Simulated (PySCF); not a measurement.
# Structure from 2D NMR

Compound of formula C6H10. Correlations simulated from computed shifts and the bond graph:

HSQC (one-bond C–H):
```
  δH    δC
1.69  71.5
1.22  33.4
```

HMBC (two and three bonds, from the bond graph):
```
  δH                δC
1.69        96.8, 30.7
1.22  96.8, 33.4, 30.7
```

Carbons without hydrogens: δ 96.8, 30.7.

[PySCF: shielding tensors at B97-2/pcSseg-2 (GIAO); structure optimised with PBE0-D3(BJ)/def2-TZVP; no relativistic terms; single conformer; equivalent nuclei averaged; no solvent]

Chemical shifts δ = σref − σ; TMS for 1H (σ = 31.64 ppm), 13C (σ = 185.38 ppm), all at this level.

Exchangeable hydrogens are left out of these lists.

Problem. Assemble the structure.

Solution. `C#CC(C)(C)C`.

Mapped SMILES: `[CH:1]#[C:2][C:3]([CH3:4])([CH3:5])[CH3:6]`; H(Xn) means a hydrogen on atom n.

1. δC 96.8 is C2, an alkyne carbon.
2. δC 71.5 is C1, a terminal alkyne carbon (δH 1.69).
3. δC 33.4 is C4/C5/C6, a methyl carbon (δH 1.22).
4. δC 30.7 is C3, a propargylic quaternary sp3 carbon.
5. HMBC from δH 1.69 reaches the proton-free carbons C2, C3.
6. HMBC from δH 1.22 reaches the proton-free carbons C2, C3.

The shifts were computed for this structure.

Shifts are as computed. Against solution values, carbons near 30 ppm lie about +3 ppm off and those near 130 ppm about +7 ppm. Of 1211 compounds with measured shifts, 218 miss one by over three times the rms of a fit or turn the order of signals round; such compounds aren't used in these exercises.
